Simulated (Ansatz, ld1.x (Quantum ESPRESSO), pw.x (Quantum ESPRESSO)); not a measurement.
# pw.x on sc P: one setting changed

Potential: norm-conserving Troullier–Martins (Kleinman–Bylander form), ld1.x (Quantum ESPRESSO) 7.5, LDA (PW92); core [Ne], reference 3s2 3p3; waves: 3s (bound): rc 1.25 bohr; 3d channel at -0.05 Ry: rc 1.50 bohr; 3p (bound): rc 1.65 bohr; local part: the p channel; core correction: a·sin(br)/r model core inside 1.25 bohr.

The reference run (k-mesh 14³, cutoffs 120/480 Ry, Fermi–Dirac 0.01 Ry, mixing_beta 0.4, conv_thr 1e-9, no spin) gives 0.36 GPa at 14.035 Å³/atom, where all-electron LAPW gives 0.49 GPa. This run, with its own iteration cap, changes startingwfc to random.

```
&control
  calculation='scf', prefix='x', pseudo_dir='./', outdir='./tmp', tstress=.true., disk_io='none'
/
&system
  ibrav=0, nat=1, ntyp=1, ecutwfc=120, ecutrho=480, nbnd=9,
  occupations='smearing', smearing='fd', degauss=0.01
/
&electrons
  conv_thr=1e-09, mixing_beta=0.4, electron_maxstep=50, startingwfc='random'
/
ATOMIC_SPECIES
P 1.0 P.UPF
CELL_PARAMETERS angstrom
  2.41214904 0.00000000 0.00000000
  0.00000000 2.41214904 0.00000000
  0.00000000 0.00000000 2.41214904
ATOMIC_POSITIONS crystal
P 0.0000 0.0000 0.0000
K_POINTS automatic
14 14 14 0 0 0
```

```bash
pw.x < P.scf.in > P.scf.out
```

**Question.** How does the run end?

**Answer.** It converges in 6 iterations; the free energy moves by +0.0 meV/atom and the pressure by +0.00 GPa. The result is that of the reference run.

```
Message from routine setup:
     using ibrav=0 with symmetry is DISCOURAGED, use correct ibrav instead
     lattice parameter (alat)  =       4.5583  a.u.
     unit-cell volume          =      94.7129 (a.u.)^3
     number of electrons       =         5.00
     number of Kohn-Sham states=            9
     kinetic-energy cutoff     =     120.0000  Ry
     charge density cutoff     =     480.0000  Ry
     scf convergence threshold =      1.0E-09
     Exchange-correlation= PW
     number of k points=   120  Fermi-Dirac smearing, width (Ry)=  0.0100
     iteration #  1     ecut=   120.00 Ry     beta= 0.40
     total energy              =     -13.80778628 Ry
     estimated scf accuracy    <       0.00611261 Ry
     iteration #  2     ecut=   120.00 Ry     beta= 0.40
     total energy              =     -13.80745160 Ry
     estimated scf accuracy    <       0.00208629 Ry
     iteration #  3     ecut=   120.00 Ry     beta= 0.40
     total energy              =     -13.80746916 Ry
     estimated scf accuracy    <       0.00000228 Ry
     iteration #  4     ecut=   120.00 Ry     beta= 0.40
     total energy              =     -13.80746967 Ry
     estimated scf accuracy    <          5.7E-09 Ry
     iteration #  5     ecut=   120.00 Ry     beta= 0.40
     total energy              =     -13.80746967 Ry
     estimated scf accuracy    <          1.2E-09 Ry
     iteration #  6     ecut=   120.00 Ry     beta= 0.40
     the Fermi energy is    11.3656 ev
!    total energy              =     -13.80746967 Ry
     estimated scf accuracy    <          1.8E-12 Ry
     smearing contrib. (-TS)   =      -0.00149511 Ry
     The total energy is F=E-TS. E is the sum of the following terms:
     one-electron contribution =       5.47897608 Ry
     hartree contribution      =       0.40227647 Ry
     xc contribution           =      -4.12607042 Ry
     ewald contribution        =     -15.56115669 Ry
     convergence has been achieved in   6 iterations
          total   stress  (Ry/bohr**3)                   (kbar)     P=        3.62
     Message from routine punch:
     Nothing written, as per user request (disk_io='none')
```

The run took about 11 s on one core of a shared host (Intel(R) Xeon(R) Platinum 8488C, 96 threads, 744 GiB, load 8).
